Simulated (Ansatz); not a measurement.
Basis-set extrapolation for C$_{3}$H$_{4}$ClF, SMILES `C/C(Cl)=C/F` (PBE0-D4/def2-TZVP geometry, frozen core, Ansatz 0.2.0). Multiplicity 1, RHF reference.

```tsv
	def2-TZVPP	def2-QZVPP
HF	-674.940890	-674.963316
MP2 correlation	-0.929027	-1.004284
CCSD(T) correlation	-1.006452	-1.077778
```

Energies in hartree. Use E(X) = E(∞) + A·exp(−7.88·√X) for Hartree–Fock and E(X) = E(∞) + B·X^(−2.97) for correlation, with X = 3 and 4.

Q: What is the CCSD(T) energy at the basis-set limit?

A: HF limit: -674.963316 + (-0.022426) × 0.13774 = -674.96640. Correlation limit: -1.077778 + (-0.071326) × 0.74074 = -1.13061. Total: -676.09701 hartree, 393.0 kJ/mol below CCSD(T)/def2-TZVPP.
